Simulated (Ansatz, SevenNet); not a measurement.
For zinc-blende GaAs, the machine-learned potential SevenNet-0 (trained on PBE and PBE+U data) gives:

```
Property                                 Result
-------------------------------  --------------
lattice constant a                      5.751 Å
zone-centre TO phonon frequency        217 cm⁻¹
elastic constant C11                   85.4 GPa
elastic constant C44                   31.6 GPa
polycrystal shear modulus              26.4 GPa
enthalpy of formation            -0.346 eV/atom
```

Task: What does HSE06 (Ansatz, a quantum-chemistry and plane-wave program, plane waves, PAW) give for the same quantities?

Result: 
- lattice constant a: 5.683 Å (shrinks by 1.2 %)
- zone-centre TO phonon frequency: 268 cm⁻¹ (increases by 24 %)
- elastic constant C11: 117 GPa (rises by 37 %)
- elastic constant C44: 59.6 GPa (grows by 89 %)
- Voigt–Reuss–Hill shear modulus: 47.4 GPa (grows by 80 %)
- formation enthalpy: -0.452 eV/atom (moves by -0.106 eV/atom)

For comparison: lattice constant a 5.64 Å (measured, static lattice: zero-point anharmonic expansion removed; as tabulated in Mejia-Rodriguez and Trickey (2018), arXiv:1807.09216); zone-centre TO phonon frequency 271 cm⁻¹ (measured, temperature not stated, not corrected to a static lattice, our sources range from 268 to 271; as tabulated in Han and Bester (2011), arXiv:1107.0196); elastic constant C11 119 GPa (measured, temperature not stated, no zero-point or thermal correction; as tabulated in Bastos et al. (2018), arXiv:1801.07526); elastic constant C44 60 GPa (measured, temperature not stated, no zero-point or thermal correction; as tabulated in Råsander and Moram (2015), arXiv:1505.02379); formation enthalpy -0.37 eV/atom (measured, 298 K, not corrected to a static lattice, our sources range from -0.384 to -0.368; as tabulated in Zhang et al. (2018), doi:10.1038/s41524-018-0065-z).

Changes are worked out from the printed values.

Unless a cell is named, each level is at its own relaxed cell (SevenNet-0 23.78, HSE06 22.94 Å³/atom).

Caveats: exact exchange on metals is sensitive to the k mesh and can open a false gap (HSE06); the run warned that the count of filled bands differs between k points (HSE06). Ansatz's density-functional and Hartree–Fock values are scalar-relativistic unless marked +SOC, with PAW data made under PBE.
